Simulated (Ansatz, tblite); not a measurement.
Cost and result up the ladder for the cluster Li2S⁺ (3 atoms). The state is a doublet with charge 1. Geometry: r2SCAN-D4/def2-TZVP.

```xyz
3

Li   -0.818    1.855   -0.993
Li    0.818   -1.855    0.993
S     0.000    0.000    0.000
```

Ansatz on 4 threads of Arm Neoverse V1 on a shared host; xTB runs through tblite on one thread. Times are rough, summed over both states, and most runs start from the orbitals of an earlier one. CCSD(T)/def2-TZVPP serves as the yardstick here, not as an exact answer. Differences are given only for rows in sets of like size (and for xTB, whose basis is part of the method), since another set adds its own error. The other state is a quartet at its own geometry, which has other bonds, so the gap mixes isomer and spin.

The xTB rows come from tblite. B3LYP takes the VWN-RPA correlation. HSE06 is defined as in plane-wave codes, on full-range PBE exchange. Correlated methods freeze 5 core orbitals; core or outer-core shells of Li are correlated, in sets that lack core-valence functions. In the quartet geometry the species has come apart into loosely held pieces. The structure comes from a short search, and lower isomers may exist.

Run but left out: LDA (SPW92)/def2-TZVP (doublet: an occupied level 0.03 eV above an empty one).

Correlated methods converge slowly with the basis.

xTB has no spin-polarisation term.

```
                            level  functions  quartet − doublet (eV)  difference from CCSD(T)/def2-TZVPP (eV)
               PBE-QIDH/def2-TZVP         65                    4.46                                     0.06
                    MP2/def2-TZVP         65                    4.40                                    -0.01
               B3LYP-D4/def2-TZVP         65                    4.31                                    -0.10
                RPA@PBE/def2-TZVP         65                    4.01                                    -0.39
r2SCAN-D4/def2-TZVP (with forces)         65                    4.42                                     0.02
               CCSD(T)/def2-TZVPP         80                    4.41                                     0.00
               HSE06-D4/def2-TZVP         65                    4.29                                    -0.11
                         GFN1-xTB         17                    5.86                                     1.45
                PBE0-D4/def2-TZVP         65                    4.32                                    -0.08
                         GFN2-xTB         17                    4.45                                     0.05
                 PBE-D4/def2-TZVP         65                    4.21                                    -0.20
                 B2PLYP/def2-TZVP         65                    4.43                                     0.02
                        HF/STO-3G         19                    3.30                                        –
```

Question: Estimate how long each takes.

Answer: GFN2-xTB 0.005 s; HF/STO-3G 0.1 s; GFN1-xTB 0.25 s; MP2/def2-TZVP 0.4 s; PBE-D4/def2-TZVP 0.95 s; B3LYP-D4/def2-TZVP 1.1 s; RPA@PBE/def2-TZVP 1.2 s; HSE06-D4/def2-TZVP 1.3 s; B2PLYP/def2-TZVP 1.4 s; PBE-QIDH/def2-TZVP 1.5 s; CCSD(T)/def2-TZVPP 1.8 s; r2SCAN-D4/def2-TZVP (with forces) 2.5 s; PBE0-D4/def2-TZVP 2.5 s. On shared hardware such times vary by a factor of up to 3.
